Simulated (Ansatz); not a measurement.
# CH5AlO (built from SMILES C=O.[AlH3]): single points off equilibrium

The atoms stand at a displaced guess of a reacting structure. How far do the functionals agree with CCSD(T) there?

Program: Ansatz 0.2.0, Gaussian basis. Level of theory: single points in def2-TZVPP. These are calculated values, not measurements.

Cores are frozen in the correlated methods.

## 1. Where the work starts

8 atoms, charge 0, spin multiplicity 1.

Atoms are counted from 1 here; the program's logs count them from 0.

Bond lengths: Al1–H2 1.717 Å, Al1–H3 1.648 Å, Al1–H4 1.373 Å, Al1–O5 2.185 Å, Al1–C6 2.363 Å, O5–C6 1.387 Å, C6–H7 1.182 Å, C6–H8 0.970 Å. Angles: H2–Al1–H3 109.6°, H2–Al1–H4 111.4°, H2–Al1–O5 76.7°, H2–Al1–C6 41.7°, H3–Al1–H4 129.0°, H3–Al1–O5 97.9°, H3–Al1–C6 110.3°, H4–Al1–O5 120.0°, H4–Al1–C6 120.5°, O5–Al1–C6 35.2°, Al1–O5–C6 79.4°, Al1–C6–O5 65.4°, Al1–C6–H7 120.9°, Al1–C6–H8 108.7°, O5–C6–H7 106.8°, O5–C6–H8 126.6°, H7–C6–H8 118.3°.

Coordinates:

```xyz
8
charge 0, multiplicity 1
Al   -1.0233    0.2952   -0.6216
H    -0.5203   -0.7442    0.6492
H    -1.0330   -0.5354   -2.0450
H    -1.9042    1.2475   -0.1715
O     1.1285    0.6553   -0.5006
C     0.9481   -0.1818    0.5906
H     1.5710   -1.1631    0.3756
H     0.8202    0.0894    1.5129
```

## 2. CCSD(T)/def2-TZVPP

run/in.yaml reads:

```yaml
crystal:
  periodic: [false, false, false]
  atoms:
    - {symbol: Al, position_ang: [-1.023300, 0.295200, -0.621600]}
    - {symbol: H, position_ang: [-0.520300, -0.744200, 0.649200]}
    - {symbol: H, position_ang: [-1.033000, -0.535400, -2.045000]}
    - {symbol: H, position_ang: [-1.904200, 1.247500, -0.171500]}
    - {symbol: O, position_ang: [1.128500, 0.655300, -0.500600]}
    - {symbol: C, position_ang: [0.948100, -0.181800, 0.590600]}
    - {symbol: H, position_ang: [1.571000, -1.163100, 0.375600]}
    - {symbol: H, position_ang: [0.820200, 0.089400, 1.512900]}
basis:
  gaussian: {orbitals: def2-TZVPP}
correlation: {method: ccsd_t}
output: {forces: true}
```

No record of the launch command was kept for these runs.

## 3. PBE0-D4/def2-TZVPP

run/in.yaml: that of step 2 with these lines changed.

```diff
@@ -13,3 +13,3 @@
   gaussian: {orbitals: def2-TZVPP}
-correlation: {method: ccsd_t}
-output: {forces: true}
+hamiltonian: {xc: pbe0, dispersion: d4}
+output: {forces: true, orbitals: {seedname: orbitals}}
```

## 4. wB97M-V/def2-TZVPP

run/in.yaml: that of step 3 with these lines changed.

```diff
@@ -13,3 +13,3 @@
   gaussian: {orbitals: def2-TZVPP}
-hamiltonian: {xc: pbe0, dispersion: d4}
-output: {forces: true, orbitals: {seedname: orbitals}}
+hamiltonian: {xc: {name: wB97M-V}}
+output: {forces: true}
```

## 5. r2SCAN-D4/def2-TZVPP

run/in.yaml: that of step 4 with these lines changed.

```diff
@@ -13,3 +13,3 @@
   gaussian: {orbitals: def2-TZVPP}
-hamiltonian: {xc: {name: wB97M-V}}
+hamiltonian: {xc: r2scan, dispersion: d4}
 output: {forces: true}
```

## 6. PBE-D4/def2-TZVPP

run/in.yaml: that of step 5 with these lines changed.

```diff
@@ -13,3 +13,3 @@
   gaussian: {orbitals: def2-TZVPP}
-hamiltonian: {xc: r2scan, dispersion: d4}
+hamiltonian: {xc: pbe, dispersion: d4}
 output: {forces: true}
```

## 7. B97M-V/def2-TZVPP

run/in.yaml: that of step 6 with these lines changed.

```diff
@@ -13,3 +13,3 @@
   gaussian: {orbitals: def2-TZVPP}
-hamiltonian: {xc: pbe, dispersion: d4}
+hamiltonian: {xc: {name: B97M-V}}
 output: {forces: true}
```

## 8. LC-wPBE/def2-TZVPP

run/in.yaml: that of step 7 with these lines changed.

```diff
@@ -13,3 +13,3 @@
   gaussian: {orbitals: def2-TZVPP}
-hamiltonian: {xc: {name: B97M-V}}
+hamiltonian: {xc: {name: LC-wPBE}}
 output: {forces: true}
```

(Steps that only read results are left out.)

Q: Predict the outcome of this session. Wanted: energy less free atoms, CCSD(T)/def2-TZVPP; RMS force component; RMS force error; HOMO and LUMO, PBE0-D4; T1 diagnostic.

The runs gave:

```
                                  quantity                                                                                          value
energy less free atoms, CCSD(T)/def2-TZVPP                                                                                     -24.137 eV
                       RMS force component                                                           2.892 to 3.061 eV/Å over the methods
                           RMS force error  PBE0-D4 0.172, wB97M-V 0.121, r2SCAN-D4 0.088, PBE-D4 0.155, B97M-V 0.184, LC-wPBE 0.217 eV/Å
                    HOMO and LUMO, PBE0-D4                                                                             -7.71 and -1.65 eV
                             T1 diagnostic                                                                                          0.020
```

What this shows: Against CCSD(T) the functionals' energies less atoms differ by -1.079 to -0.310 eV, PBE-D4 by -1.079 eV. A larger basis would deepen the CCSD(T) value, while the functionals are nearly converged already, so the order here is not reliable. On forces the order runs from r2SCAN-D4 to LC-wPBE.
